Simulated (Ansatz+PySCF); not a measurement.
Two shapes of doublet CH₄S(+).

Shape 1:

```xyz
6

C     0.0000    0.0075   -0.5086
S     0.0000    0.7929    1.0873
H     0.0000   -0.3239    1.8611
H     0.0000    0.7878   -1.2661
H    -0.8881   -0.6321   -0.5869
H     0.8881   -0.6321   -0.5869
```

Shape 2:

```xyz
6

C     0.0000    0.0002   -0.5236
S     0.0000    0.8076    1.1172
H     0.0000   -0.3092    1.8910
H     0.0000    0.7804   -1.2810
H    -0.8881   -0.6395   -0.6018
H     0.8881   -0.6395   -0.6018
```

Basis set: cc-pVTZ on H, C; cc-pV(T+d)Z on S (spherical functions). Frozen core: 6 orbitals. Correlation on ROHF uses semicanonical orbitals with singles. Charge 1, multiplicity 2.

Computed with Ansatz (development build ahead of 0.2.0) and PySCF 2.14.0; each method stands on the lowest determinant of its kind that the runs found.

Question: Which shape is lower in energy, and by how much in each method?

Answer:

```csv
method,E(2) − E(1) (eV)
ROHF,0.008
UHF,0.008
ROHF-MP2,0.031
UHF-MP2,0.030
ROHF-CCSD(T),0.017
```

Shape 1 is lower.
